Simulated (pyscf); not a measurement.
Thermochemistry of product channels of `[OH][Al]([OH])[OH]` + `[AlH3]` on the singlet surface, in kJ/mol, from ωB97M-D3(BJ)/def2-TZVP energies (ideal gas, 1 atm, RRHO with modes under 100 cm⁻¹ raised to 100, one conformer, R ln 2 for chiral ones without a mode under 150 cm⁻¹). Structures and frequencies: ωB97X-D3(BJ)/def2-SVP in PySCF.

```tsv
products	ΔE	ΔH(298 K)	ΔG(600 K)	ΔG(1200 K)
`[OH][AlH2]` + `[OH][AlH][OH]`	-10.1	-8.7	-21.0	-32.9
`[OH][Al]([OH])[O][AlH2]` + `[H][H]`	-144.4	-150.2	-144.4	-144.6
```

These are energies of the channels, which say nothing of barriers.
